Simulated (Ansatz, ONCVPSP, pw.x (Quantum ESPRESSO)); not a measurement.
**pw.x on bcc Al: one setting changed**

Potential: optimised norm-conserving Vanderbilt (ONCV), ONCVPSP 4.0.1.1 (patched build), LDA (Perdew-Wang 92); core [Ne], reference 3s2 3p1; waves: 3s: rc 1.90 bohr, ncon 4, nbas 9, qcut 3.9 1/bohr, 2 projectors, debl 2 Ha; 3p: rc 2.20 bohr, ncon 3, nbas 6, qcut 3.6 1/bohr, 1 projector; d scattering state at 0.1 Ha: rc 2.25 bohr, ncon 4, nbas 7, qcut 4.9 1/bohr, 3 projectors, debl 0.3 Ha; local part: polynomial inside 1.90 bohr (lpopt 5, dvloc0 0 Ha); core correction: Teter function, fcfact 4.25, rcfact 1.5.

The reference run (k-mesh 14³, cutoffs 50/200 Ry, Fermi–Dirac 0.01 Ry, mixing_beta 0.4, conv_thr 1e-9, no spin) gives 0.28 GPa at 16.222 Å³/atom, where all-electron LAPW gives 0.10 GPa. This run, with its own iteration cap, changes mixing_mode to local-TF.

```
&control
  calculation='scf', prefix='x', pseudo_dir='./', outdir='./tmp', tstress=.true., disk_io='none'
/
&system
  ibrav=0, nat=1, ntyp=1, ecutwfc=50, ecutrho=200, nbnd=8,
  occupations='smearing', smearing='fd', degauss=0.01
/
&electrons
  conv_thr=1e-09, mixing_beta=0.4, electron_maxstep=50, mixing_mode='local-TF'
/
ATOMIC_SPECIES
Al 1.0 Al.UPF
CELL_PARAMETERS angstrom
  -1.59470909 1.59470909 1.59470909
  1.59470909 -1.59470909 1.59470909
  1.59470909 1.59470909 -1.59470909
ATOMIC_POSITIONS crystal
Al 0.0000 0.0000 0.0000
K_POINTS automatic
14 14 14 0 0 0
```

```bash
pw.x < Al.scf.in > Al.scf.out
```

Q: How does the run end?

A: It converges in 6 iterations; the free energy moves by +0.0 meV/atom and the pressure by +0.00 GPa. The result is that of the reference run.

```
Message from routine setup:
     using ibrav=0 with symmetry is DISCOURAGED, use correct ibrav instead
     lattice parameter (alat)  =       5.2196  a.u.
     unit-cell volume          =     109.4715 (a.u.)^3
     number of electrons       =         3.00
     number of Kohn-Sham states=            8
     kinetic-energy cutoff     =      50.0000  Ry
     charge density cutoff     =     200.0000  Ry
     scf convergence threshold =      1.0E-09
     Exchange-correlation= SLA  PW   NOGX NOGC
     number of k points=   104  Fermi-Dirac smearing, width (Ry)=  0.0100
     iteration #  1     ecut=    50.00 Ry     beta= 0.40
     total energy              =      -4.82852101 Ry
     estimated scf accuracy    <       0.00547002 Ry
     iteration #  2     ecut=    50.00 Ry     beta= 0.40
     total energy              =      -4.82723062 Ry
     estimated scf accuracy    <       0.00274732 Ry
     iteration #  3     ecut=    50.00 Ry     beta= 0.40
     total energy              =      -4.82733776 Ry
     estimated scf accuracy    <       0.00000164 Ry
     iteration #  4     ecut=    50.00 Ry     beta= 0.40
     total energy              =      -4.82734100 Ry
     estimated scf accuracy    <       0.00000021 Ry
     iteration #  5     ecut=    50.00 Ry     beta= 0.40
     total energy              =      -4.82734101 Ry
     estimated scf accuracy    <          3.0E-09 Ry
     iteration #  6     ecut=    50.00 Ry     beta= 0.40
     the Fermi energy is     7.9181 ev
!    total energy              =      -4.82734101 Ry
     estimated scf accuracy    <          1.6E-11 Ry
     smearing contrib. (-TS)   =      -0.00171514 Ry
     The total energy is F=E-TS. E is the sum of the following terms:
     one-electron contribution =       2.98710654 Ry
     hartree contribution      =       0.00499070 Ry
     xc contribution           =      -2.38344207 Ry
     ewald contribution        =      -5.43428105 Ry
     convergence has been achieved in   6 iterations
          total   stress  (Ry/bohr**3)                   (kbar)     P=        2.84
     Message from routine punch:
     Nothing written, as per user request (disk_io='none')
```

The run took about 10 s on one core of a shared host (Neoverse-N1, 64 threads, 124 GiB, load 60).
